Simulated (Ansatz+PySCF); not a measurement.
Results of a calculation; reference values are marked as such.
**Several solutions for singlet HF**

```tsv
atom	x (Å)	y (Å)	z (Å)
H	0.0000	0.0000	-1.6564
F	0.0000	0.0000	0.1840
```

Basis set: cc-pVDZ (spherical functions). Charge 0, multiplicity 1.

UHF was run from several starts with Ansatz (development build ahead of 0.2.0) and PySCF 2.14.0.

```tsv
run	program	start	converged	energy (hartree)	<S²>
A	PySCF	program defaults	yes	-99.79118	0.00
B	PySCF	guess huckel, instabilities followed	yes	-99.87907	0.88
C	Ansatz	atomic start, no search	yes	-99.79118	0.00
D	Ansatz	search for the lowest state	yes	-99.87907	0.88
E	Ansatz	stability test followed	yes	-99.87907	0.88
F	PySCF	guess 1e, instabilities followed	yes	-99.87907	0.88
G	PySCF	guess atom, instabilities followed	yes	-99.87907	0.88
H	PySCF	guess minao, instabilities followed	yes	-99.87907	0.88
```

(1) Which runs reached the lowest solution of this kind, and what is wrong with the others?

## Answers

(1) B, D, E, F, G, H reached the lowest solution found. Converged but too high: A by 2.39 eV, C by 2.39 eV. Convergence only shows a stationary point, and even a stable one can lie too high; stability tests and further starts are what find lower ones. Caution: the unrestricted determinant is a mixture of spin states.
